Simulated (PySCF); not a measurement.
# Relaxation of singlet MgH₃⁻

These are results of PBE0/[Mg def2-TZVPD, H def2-TZVPD], no relativity, density fitting, PySCF, not measurements. A (50,194) grid was used.

A hand-made trigonal planar start, of D3h symmetry, held to at least that symmetry:

```xyz
4
charge -1 multiplicity 1, angstrom
Mg    0.0000    0.0000    0.0000
H     1.7100    0.0000    0.0000
H    -0.8550    1.4809    0.0000
H    -0.8550   -1.4809    0.0000
```

Optimiser trace:
```tsv
step	E − E(last) (kJ/mol)	largest gradient (Eh/bohr)
0	11.00	0.01576
1	4.27	0.00940
2	0.13	0.00154
3	0.00	0.00016
4	0.00	0.00000
```

It ends at D3h with Mg–H 1.809 Å (×3); H–Mg–H 120.0° (×3). A frequency run shows a minimum. Other isomers or separated fragments may lie lower.

Final geometry:
Coordinates in bohr (charge -1 multiplicity 1):
```
Mg    0.0000    0.0000    0.0000
H     3.4192    0.0000    0.0000
H    -1.7096    2.9612    0.0000
H    -1.7096   -2.9612    0.0000
```
